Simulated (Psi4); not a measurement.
Psi4 input (wB97X-D/6-31G*):

```
memory 1500 MB

molecule {
-1 1
C     0.00327342    0.02137882    0.11257968
C     0.09532447    0.42175209    1.31948097
C    -0.04988734   -0.27325839   -1.20303702
H    -0.15282464   -0.23863109    2.15258061
H     0.80620451   -0.68175225   -1.73348371
H    -0.94564319   -0.09885182   -1.79323865
symmetry c1
no_reorient
no_com
}

set {
  basis 6-31G*
  reference rks
  scf_type pk
  dft_radial_points 99
  dft_spherical_points 590
  e_convergence 1e-8
  d_convergence 1e-7
  maxiter 150
}

e = energy('wb97x-d')
print_out(f'\nFINAL {e:.10f} DIPOLE {variable("CURRENT DIPOLE")[0]:.6f} {variable("CURRENT DIPOLE")[1]:.6f} {variable("CURRENT DIPOLE")[2]:.6f}\n')
```

Output:

```
   => Loading Basis Set <=

    Name: 6-31G*
    Role: ORBITAL
    Keyword: BASIS
    atoms 1-3 entry C          line   111 file 6-31gs.gbs
    atoms 4-6 entry H          line    44 file 6-31gs.gbs

   => WB97X-D: Empirical Dispersion <=

    Chai and Head-Gordon Dispersion Correction
    Chai, J.-D.; Head-Gordon, M. (2010), J. Chem. Phys., 132: 6615-6620

        s6 =       1.000000

         ---------------------------------------------------------
                                   SCF
               by Justin Turney, Rob Parrish, Andy Simmonett
                          and Daniel G. A. Smith
                              RKS Reference
         ---------------------------------------------------------

  ==> Geometry <==

    Molecular point group: c1
    Full point group: C1

    Geometry (in Angstrom), charge = -1, multiplicity = 1:

       Center              X                  Y                   Z               Mass
    ------------   -----------------  -----------------  -----------------  -----------------
         C            0.003273420000     0.021378820000     0.112579680000    12.000000000000
         C            0.095324470000     0.421752090000     1.319480970000    12.000000000000
         C           -0.049887340000    -0.273258390000    -1.203037020000    12.000000000000
         H           -0.152824640000    -0.238631090000     2.152580610000     1.007825032230
         H            0.806204510000    -0.681752250000    -1.733483710000     1.007825032230
         H           -0.945643190000    -0.098851820000    -1.793238650000     1.007825032230

  Running in c1 symmetry.

  Rotational constants: A =      6.83349  B =      0.31854  C =      0.31279 [cm^-1]
  Rotational constants: A = 204863.02201  B =   9549.45690  C =   9377.21146 [MHz]
  Nuclear repulsion =   53.006099268860318

  Charge       = -1
  Multiplicity = 1
  Electrons    = 22
  Nalpha       = 11
  Nbeta        = 11

  ==> Algorithm <==

  SCF Algorithm Type is PK.
  DIIS enabled.
  MOM disabled.
  Fractional occupation disabled.
  Guess Type is SAD.
  Energy threshold   = 1.00e-08
  Density threshold  = 1.00e-07
  Integral threshold = 1.00e-12

  ==> Primary Basis <==

  Basis Set: 6-31G*
    Blend: 6-31G*
    Number of shells: 24
    Number of basis functions: 51
    Number of Cartesian functions: 51
    Spherical Harmonics?: false
    Max angular momentum: 2

  ==> DFT Potential <==

   => LibXC <=

    Version 7.1.2
    S. Lehtola, C. Steigemann, M. J. T. Oliveira, and M. A. L. Marques,  SoftwareX 7, 1–5 (2018) (10.1016/j.softx.2017.11.002)

   => Composite Functional: WB97X-D <=

    wB97X-D Hyb-GGA Exchange-Correlation Functional

    J.-D. Chai and M. Head-Gordon,  Phys. Chem. Chem. Phys. 10, 6615–6620 (2008) (10.1039/B810189B)

    Deriv               =              1
    GGA                 =           TRUE
    Meta                =          FALSE

    Exchange Hybrid     =           TRUE
    MP2 Hybrid          =          FALSE

   => Exchange-Correlation Functionals <=

    1.0000   wB97X-D range-separated functional

   => Exact (HF) Exchange <=

    0.7780            HF,LR [omega = 0.2000]
    0.2220               HF

   => LibXC Density Thresholds  <==

    XC_HYB_GGA_XC_WB97X_D:  1.00E-14

   => Molecular Quadrature <=

    Radial Scheme          =       TREUTLER
    Pruning Scheme         =           NONE
    Nuclear Scheme         =       TREUTLER

    Blocking Scheme        =         OCTREE
    BS radius alpha        =              1
    Pruning alpha          =              1
    Radial Points          =             99
    Spherical Points       =            590
    Total Points           =         331479
    Total Blocks           =           2479
    Max Points             =            256
    Max Functions          =             51
    Weights Tolerance      =       1.00E-15

  ==> Integral Setup <==

  Using in-core PK algorithm.
   Calculation information:
      Number of atoms:                   6
      Number of AO shells:              24
      Number of primitives:             57
      Number of atomic orbitals:        51
      Number of basis functions:        51

      Integral cutoff                 1.00e-12
      Number of threads:                 1

  Performing in-core PK
  Using 2639403 doubles for integral storage.
  We computed 44598 shell quartets total.
  Whereas there are 45150 unique shell quartets.

  Computing range-separated integrals for PK
  We computed 44598 wK shell quartets total.
  Whereas there are 45150 wK unique shell quartets.

  ==> DiskJK: Disk-Based J/K Matrices <==

    J tasked:                  Yes
    K tasked:                  Yes
    wK tasked:                 Yes
    Omega:               2.000E-01
    Schwarz Cutoff:          1E-12


  Cached 100.0% of DFT collocation blocks in 0.440 [GiB].

  Minimum eigenvalue in the overlap matrix is 1.5761282729E-03.
  Reciprocal condition number of the overlap matrix is 2.5385834753E-04.
    Using symmetric orthogonalization.

  ==> Pre-Iterations <==

  SCF Guess: Superposition of Atomic Densities via on-the-fly atomic UHF (no occupation information).

   -------------------------
    Irrep   Nso     Nmo
   -------------------------
     A         51      51
   -------------------------
    Total      51      51
   -------------------------

  ==> Iterations <==

                        Total Energy        Delta E     RMS |[F,P]|

   @RKS iter SAD:  -115.10489003101547   -1.15105e+02   0.00000e+00
   @RKS iter   1:  -115.74480444172161   -6.39914e-01   1.15931e-02 DIIS/ADIIS
   @RKS iter   2:  -115.87742587958527   -1.32621e-01   7.63160e-03 DIIS/ADIIS
   @RKS iter   3:  -115.95687928641394   -7.94534e-02   5.29536e-04 DIIS/ADIIS
   @RKS iter   4:  -115.95716584788019   -2.86561e-04   4.57753e-04 DIIS/ADIIS
   @RKS iter   5:  -115.95747637824735   -3.10530e-04   7.15619e-05 DIIS
   @RKS iter   6:  -115.95749506020320   -1.86820e-05   4.73863e-05 DIIS
   @RKS iter   7:  -115.95750060142153   -5.54122e-06   1.05093e-05 DIIS
   @RKS iter   8:  -115.95750138072817   -7.79307e-07   2.46502e-06 DIIS
   @RKS iter   9:  -115.95750140437805   -2.36499e-08   4.33007e-07 DIIS
   @RKS iter  10:  -115.95750140507951   -7.01462e-10   5.82141e-08 DIIS
  Energy and wave function converged.

  ==> Post-Iterations <==

   Electrons on quadrature grid:
      Ntotal   =   22.0000000122 ; deviation = 1.224e-08

    Orbital Energies [Eh]
    ---------------------

    Doubly Occupied:

       1A    -10.051993     2A    -10.037814     3A    -10.007121
       4A     -0.612491     5A     -0.518535     6A     -0.340355
       7A     -0.279217     8A     -0.265925     9A     -0.136306
      10A     -0.081548    11A     -0.005303

    Virtual:

      12A      0.361469    13A      0.367679    14A      0.416724
      15A      0.479046    16A      0.510017    17A      0.617071
      18A      0.685011    19A      0.765936    20A      0.868812
      21A      0.872376    22A      0.955931    23A      0.979375
      24A      0.998901    25A      1.003775    26A      1.102493
      27A      1.170893    28A      1.200025    29A      1.242970
      30A      1.256814    31A      1.393017    32A      1.487694
      33A      1.532225    34A      1.805413    35A      1.846039
      36A      1.970953    37A      1.993152    38A      2.036442
      39A      2.266241    40A      2.295778    41A      2.437426
      42A      2.459537    43A      2.482173    44A      2.589343
      45A      2.825722    46A      3.141179    47A      3.179528
      48A      3.567614    49A      4.430099    50A      4.539803
      51A      4.934782

    Final Occupation by Irrep:
              A
    DOCC [    11 ]
    NA   [    11 ]
    NB   [    11 ]

  @RKS Final Energy:  -115.95750140507951

   => Energetics <=

    Nuclear Repulsion Energy =             53.0060992688603179
    One-Electron Energy =                -265.1709342309661679
    Two-Electron Energy =                 108.1535881867121560
    DFT Exchange-Correlation Energy =     -11.9455195199854192
    Empirical Dispersion Energy =          -0.0007351097003904
    VV10 Nonlocal Energy =                  0.0000000000000000
    Total Energy =                       -115.9575014050795119

Computation Completed

Properties will be evaluated at   0.000000,   0.000000,   0.000000 [a0]

Properties computed using the SCF density matrix

 Multipole Moments:

 ------------------------------------------------------------------------------------
     Multipole            Electronic (a.u.)      Nuclear  (a.u.)        Total (a.u.)
 ------------------------------------------------------------------------------------

 L = 1.  Multiply by 2.5417464519 to convert [e a0] to [Debye]
 Dipole X            :         -0.1874800           -0.0000000           -0.1874800
 Dipole Y            :         -0.6169758           -0.0000001           -0.6169759
 Dipole Z            :         -0.5221173            0.0000001           -0.5221172
 Magnitude           :                                                    0.8297074

 ------------------------------------------------------------------------------------

FINAL -115.9575014051 DIPOLE -0.187480 -0.616976 -0.522117

*** Psi4 exiting successfully. Buy a developer a beer!
```

The dipole moment of an ion depends on the origin.
